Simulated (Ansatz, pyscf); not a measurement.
SH• (SMILES [SH]) + SiH₄ (SMILES [SiH4]) → H₃Si–SH (SMILES [SiH3]S) + H• (SMILES [H]), a substitution at Si on the doublet surface: H–Si broken, S–Si formed. PySCF, gas phase, ωB97X-D3(BJ)/def2-SVP geometries. Wave-function energies: Ansatz (a quantum-chemistry and plane-wave program), frozen core, RHF or UHF references. In kJ/mol, from the separated reactants.

Cost: rough CPU time of the saddle's run relative to CCSD(T)/cc-pV(D+d)Z, from one job on a shared machine, with the HF step and its search for lower states.

```
level                   barrier  reaction energy  cost
----------------------  -------  ---------------  ----
ωB97M-D3(BJ)/def2-TZVP    57.05           +22.22     –
PBE/def2-TZVP             18.04           +10.52     –
CCSD(T)/cc-pV(D+d)Z       94.14           +44.17     1
CCSDT(Q)/cc-pV(D+d)Z        ___              ___    63
CCSD(T)/cc-pV(T+d)Z       70.71           +32.18     6
CCSD(T)/cc-pV(Q+d)Z         ___           +25.69     –
```

### Question
What belongs in the gaps?

### Answer

- CCSDT(Q)/cc-pV(D+d)Z, barrier: 92.43
- CCSDT(Q)/cc-pV(D+d)Z, reaction energy: +43.84
- CCSD(T)/cc-pV(Q+d)Z, barrier: 63.31

In cc-pV(D+d)Z, going from CCSD(T) to CCSDT(Q) shifts the barrier by -1.71 and the reaction energy by -0.32 kJ/mol. With HF in the quadruple-zeta basis and the correlation energy extrapolated as X⁻³ from X = 3, 4, CCSD(T) gives 57.59 and +20.51; adding the double-zeta shift gives ΔE‡ = 55.87 and ΔE = +20.19 kJ/mol, without core correlation, relativity or geometry relaxation at these levels. This saddle turned up in a search for another step; its sides and bond changes are read from the two ends of the descent. The same reactants have a lower exit, to H₂S + SiH₃• (barrier +22.53 kJ/mol at ωB97M-D3(BJ)/def2-TZVP, against +57.05 kJ/mol here). One saddle was located; it need not be the lowest between these sides. The angle at the attacked Si is 62° (front-side attack). Left out: the spin-orbit lowering of SH.
